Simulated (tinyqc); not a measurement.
Stretching all distances: RHF, UHF, MP2, CISD and CCSD against full CI in the sto-6g basis, for H2F+, spin multiplicity 1. Computed by the program tinyqc with PySCF. All coordinates are multiplied by the scale. c0^2 is the weight of the RHF determinant in the lowest singlet FCI state (UHF is spin-contaminated and may lie near states of higher spin) and n(LUMO) the first natural occupation beyond the occupied space.

Geometry (angstrom):

| atom | x | y | z |
|---|---|---|---|
| F | 0.0000 | 0.0000 | 0.0000 |
| H | 0.0000 | 0.7630 | 0.4960 |
| H | 0.0000 | -0.7630 | 0.4960 |

Full CI energy (hartree) and errors against it (kcal/mol):

| scale | distance 1-2 (angstrom) | E(FCI) | RHF | UHF | MP2 | CISD | CCSD | <S^2> UHF | c0^2 | n(LUMO) |
|---|---|---|---|---|---|---|---|---|---|---|
| 0.990 | 0.901 | -99.81073 | 22.414 | 22.414 | 5.344 | 0.266 | 0.161 | 0.000 | 0.984 | 0.017 |
| 1.280 | 1.165 | -99.79441 | 39.101 | 39.101 | 10.646 | 1.002 | 0.645 | 0.000 | 0.955 | 0.043 |
| 1.580 | 1.438 | -99.67598 | 63.243 | 59.035 | 18.182 | 2.845 | 2.027 | 0.434 | 0.888 | 0.100 |
| 1.880 | 1.711 | -99.56674 | 92.473 | 44.884 | 26.183 | 5.608 | 4.147 | 1.147 | 0.770 | 0.198 |
| 2.170 | 1.975 | -99.49264 | 120.081 | 26.874 | 36.898 | 6.611 | 4.824 | 1.335 | 0.568 | 0.311 |

What does the comparison show, and why?

UHF parts from RHF first at scale 1.58 of those listed, where <S^2> leaves zero. The weight c0^2 goes from 0.98 to 0.57 and n(LUMO) from 0.02 to 0.31: static correlation grows as the bonds break into open-shell fragments. The spread of the error along the curve, which distorts its shape, is CCSD 4.7, CISD 6.3, MP2 31.6, UHF 36.6, RHF 97.7 kcal/mol. The table stops here: at scale 2.46 and beyond, the reference weight falls under 0.45 or RHF, UHF or CCSD hop between solutions, so those rows were left out and the spreads given cover only the rows shown. As computed, partly on other solutions, the errors there reach in size RHF 152, UHF 15, MP2 40, CISD 3, CCSD 26 kcal/mol.
